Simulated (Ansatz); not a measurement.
# AlNH4 (triplet): wave-function methods side by side at distance Al1–H4 along a hydrogen transfer = 1.698 Å, cc-pVDZ

The task here is to estimate one member of a computed series from the others.

Program: Ansatz 0.2.0, Gaussian basis. Level of theory: cc-pVDZ, core rule «outside noble gas», up to 6 orbitals frozen. These are calculated values, not measurements.

Plan: UHF; CCSD(T) on ROHF; CCSD(T) on UHF; BCCD(T) on ROHF; CISD; CCSDT(Q) on ROHF; CCSDT(Q) on UHF; CASSCF and MRCISD+Q, 4 electrons in 4 orbitals; CASSCF and NEVPT2, 4 electrons in 4 orbitals.

5 further runs of the same task are left out: 3 that didn't finish, 2 set aside as unsound or not needed.

### The geometry

The geometry derives from fragments relaxed apart (PBE0/def2-TZVP) and kept rigid, so it is no stationary point. A hydrogen atom is moved between rigid fragments.

6 atoms, charge 0, spin multiplicity 3.

Atoms are counted from 1 here; the program's logs count them from 0.

Bond lengths: Al1–H2 1.586 Å, Al1–H3 1.586 Å, Al1–H4 1.698 Å, N5–H6 1.040 Å. Angles: H2–Al1–H3 120.0°, H2–Al1–H4 120.0°, H3–Al1–H4 120.0°.

The first run:

in.yaml

```yaml
crystal:
  periodic: [false, false, false]
  atoms:
    - {symbol: Al, position_ang: [-1.145139, 0.022483, 0.000000]}
    - {symbol: H, position_ang: [-1.938062, 1.395868, 0.000000]}
    - {symbol: H, position_ang: [-1.938063, -1.350901, 0.000000]}
    - {symbol: H, position_ang: [0.552861, 0.022483, 0.000000]}
    - {symbol: N, position_ang: [2.262861, 0.022483, 0.000000]}
    - {symbol: H, position_ang: [2.531943, -0.981743, 0.000000]}
basis:
  gaussian: {orbitals: cc-pVDZ}
magnetization: {spin_polarized: true, initial_magnetization: 2}
hamiltonian: {xc: hf}
output: {orbitals: {seedname: orbitals}}
```

Run with:

```sh
$ ansatz run in.yaml --threads 1 --pin off --events-out ev --progress --plain --max-ram 2393MiB
```

Steps of the session up to this table: UHF; CCSD(T) on ROHF; CCSD(T) on UHF; BCCD(T) on ROHF; CISD; CCSDT(Q) on ROHF; CCSDT(Q) on UHF; CASSCF and MRCISD+Q, 4 electrons in 4 orbitals; CASSCF and NEVPT2, 4 electrons in 4 orbitals.

One table of the session follows, with a row left open; its other results are not shown here.

```
       method  from UCCSDT(Q) (meV)
         ROHF               +6709.5
          UHF               +6479.9
         RMP2               +1339.6
         UMP2                     ?
         CISD                +632.9
        RCCSD                +135.4
        UCCSD                +131.8
     RCCSD(T)                 +31.3
     UCCSD(T)                 +30.3
      BCCD(T)                 +31.0
       RCCSDT                  +6.7
       UCCSDT                  +5.5
    RCCSDT(Q)                  +1.2
    UCCSDT(Q)                     0
  CASSCF pair               +6081.8
  NEVPT2 pair               +1268.7
  MRCISD pair                +550.0
MRCISD+Q pair                 +31.0
```

**Question.** Estimate the row for UMP2.

As computed: from UCCSDT(Q) (meV): +1332.2. In the column «from UCCSDT(Q) (meV)» it lies between NEVPT2 pair (+1268.7) and RMP2 (+1339.6).

Caveats from the session: Restricted and unrestricted rows rest on different reference determinants; where their highest levels disagree by more than a few hundredths of an eV, they describe different states and don't form one ladder.
